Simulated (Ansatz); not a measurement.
Mulliken charges of hydrogen sulfide, H2S from ωB97M-V/def2-TZVPP in Ansatz (PBE0-D4/def2-TZVP geometry).

```csv
atom,x (Å),y (Å),z (Å),charge (e)
S1,0.495,-0.281,0.244,-0.230
H2,0.098,0.998,0.162,0.115
H3,-0.593,-0.717,-0.406,0.115
```

Q: By hand: the dipole of these point charges (1 e Å = 4.8032 D).

A: Σ q r = (-0.171, 0.097, -0.084) e Å, of length 0.214 e Å = 1.03 D.

Q: How does the dipole of the full density compare? (Estimate.)

A: Ansatz gave: (-0.176, 0.100, -0.087) e Å, 1.06 D; the point charges give 0.97 times that, at 0° from its direction.

Point charges leave out the atoms' own dipoles, such as those of lone pairs, and Mulliken's split depends on the basis, so the close match here is no proof of good charges.
